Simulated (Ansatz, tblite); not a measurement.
Removing and adding an electron: B(NH2Me)H3 (CH₈BN). Charge 0, multiplicity 1. Geometry: PBE-D4/def2-TZVP. Ansatz, gas phase; energy differences of separate SCF runs; the oxidised species was run as a doublet alone; the reduced species was run as a doublet alone.

```
atom   x (Å)   y (Å)   z (Å)
  B1   0.485   0.968  -0.822
  N2   0.392  -0.468  -0.044
  C3  -0.783  -0.602   0.850
  H4   1.253  -0.599   0.497
  H5   0.378  -1.216  -0.745
  H6  -0.807  -1.581   1.351
  H7  -0.738   0.202   1.593
  H8  -1.687  -0.463   0.246
  H9   0.548   1.810   0.059
 H10  -0.536   1.043  -1.485
 H11   1.496   0.906  -1.501
```

The xTB rows come from tblite. HOMO above LUMO, or a gap near zero within one spin, warns that the state may not be the lowest or that an electron is smeared out.

Question: Estimate orbital energies and vertical ionisation energies and electron affinities at: GFN1-xTB; GFN2-xTB; PBE-D4/def2-TZVP; PBE-D4/def2-TZVPD; r2SCAN-D4/def2-TZVP; r2SCAN-D4/def2-TZVPD; PBE0-D4/def2-TZVP; PBE0-D4/def2-TZVPD.

Answer: 
```csv
level,−HOMO (eV),vertical IE (eV),−LUMO (eV),vertical EA (eV),HOMO–LUMO gap (eV),IE − EA (eV),remarks
GFN1-xTB,10.85,14.63,4.28,0.83,6.57,13.79,–
GFN2-xTB,9.74,13.31,0.93,-2.44,8.81,15.75,–
PBE-D4/def2-TZVP,6.37,10.13,0.64,–,5.73,–,gap within one spin near zero (+1 doublet)
PBE-D4/def2-TZVPD,6.39,–,1.04,-0.55,5.35,–,HOMO above zero (-1 doublet)
r2SCAN-D4/def2-TZVP,6.67,10.17,-0.07,–,6.74,–,–
r2SCAN-D4/def2-TZVPD,6.69,–,0.30,-0.70,6.39,–,HOMO above zero (-1 doublet)
PBE0-D4/def2-TZVP,7.72,10.29,-0.22,–,7.94,–,–
PBE0-D4/def2-TZVPD,7.74,–,0.34,-0.67,7.39,–,HOMO above zero (-1 doublet)
```

   A HOMO above zero means that the electron is unbound at that level or that self-interaction error raises the level; the energy of removing that electron tells which. Raw xTB energy differences between charge states are shifted by several eV; the methods need an empirical correction for them. A negative affinity means that the extra electron isn't bound; its size then hangs on the basis.
